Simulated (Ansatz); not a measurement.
# BNH3 (quartet): wave-function methods side by side at distance B1–H4 along a hydrogen transfer = 1.422 Å, cc-pVDZ

An exercise on one series of results from a longer session: the logs are not shown, and one member is left open.

Method: cc-pVDZ, core rule «outside noble gas», up to 2 orbitals frozen; program: Ansatz 0.2.0, Gaussian basis.

To be run: UHF; CCSD(T) on ROHF; CCSD(T) on UHF; BCCD(T) on ROHF; CISD; CCSDT(Q) on ROHF; CCSDT(Q) on UHF; CASSCF and MRCISD+Q, 5 electrons in 5 orbitals; CASSCF and NEVPT2, 5 electrons in 5 orbitals.

15 further runs of the same task are left out: 6 for a known fault of the program, 1 for a mislabelled method, 7 that didn't finish, 1 set aside as unsound or not needed.

**The system**

The geometry derives from fragments relaxed apart (PBE0/def2-TZVP) and kept rigid, so it is no stationary point. A hydrogen atom is moved between rigid fragments.

5 atoms, charge 0, spin multiplicity 4.

Atoms are counted from 1 here; the program's logs count them from 0.

Bond lengths: B1–H2 1.193 Å, B1–H3 1.193 Å, B1–H4 1.422 Å, H4–N5 1.131 Å. Angles: H2–B1–H3 120.0°, H2–B1–H4 120.0°, H3–B1–H4 120.0°, B1–H4–N5 180.0°.

Coordinates:

```xyz
5
BH3N
B    -1.2927    0.0000    0.0000
H    -1.8894    1.0336    0.0000
H    -1.8894   -1.0336    0.0000
H     0.1293    0.0000    0.0000
N     1.2603    0.0000    0.0000
```

The first run:

Contents of in.yaml:

```yaml
crystal:
  periodic: [false, false, false]
  atoms:
    - {symbol: B, position_ang: [-1.292654, 0.000000, 0.000000]}
    - {symbol: H, position_ang: [-1.889387, 1.033571, 0.000000]}
    - {symbol: H, position_ang: [-1.889387, -1.033571, 0.000000]}
    - {symbol: H, position_ang: [0.129346, 0.000000, 0.000000]}
    - {symbol: N, position_ang: [1.260346, 0.000000, 0.000000]}
basis:
  gaussian: {orbitals: cc-pVDZ}
magnetization: {spin_polarized: true, initial_magnetization: 3}
hamiltonian: {xc: hf}
output: {orbitals: {seedname: orbitals}}
```

On the command line:

```bash
$ ansatz run in.yaml --threads 1 --pin off --events-out ev --progress --plain --max-ram 2393MiB
```

Steps of the session up to this table: UHF; CCSD(T) on ROHF; CCSD(T) on UHF; BCCD(T) on ROHF; CISD; CCSDT(Q) on ROHF; CCSDT(Q) on UHF; CASSCF and MRCISD+Q, 5 electrons in 5 orbitals; CASSCF and NEVPT2, 5 electrons in 5 orbitals.

One of the session's tables, all rows but one given; the rest of the session is left out.

| method | from UCCSDT(Q) (meV) |
| --- | --- |
| ROHF | +6566.7 |
| UHF | +6187.3 |
| RMP2 | ? |
| UMP2 | +1248.8 |
| CISD | +527.5 |
| RCCSD | +146.5 |
| UCCSD | +139.0 |
| RCCSD(T) | +30.2 |
| UCCSD(T) | +29.1 |
| BCCD(T) | +30.6 |
| RCCSDT | +7.7 |
| UCCSDT | +5.7 |
| RCCSDT(Q) | +1.7 |
| UCCSDT(Q) | 0 |

**Question.** Estimate the row for RMP2.

The run gave: from UCCSDT(Q) (meV): +1181.7. In the column «from UCCSDT(Q) (meV)» it lies between CISD (+527.5) and UMP2 (+1248.8).

Left out of the table: CASSCF pair, NEVPT2 pair, MRCISD pair, MRCISD+Q pair (the active space lost an orbital or holds another state than full CI finds).

Limits of these values: Restricted and unrestricted rows rest on different reference determinants; where their highest levels disagree by more than a few hundredths of an eV, they describe different states and don't form one ladder. Warnings in the runs' records: passed over end.
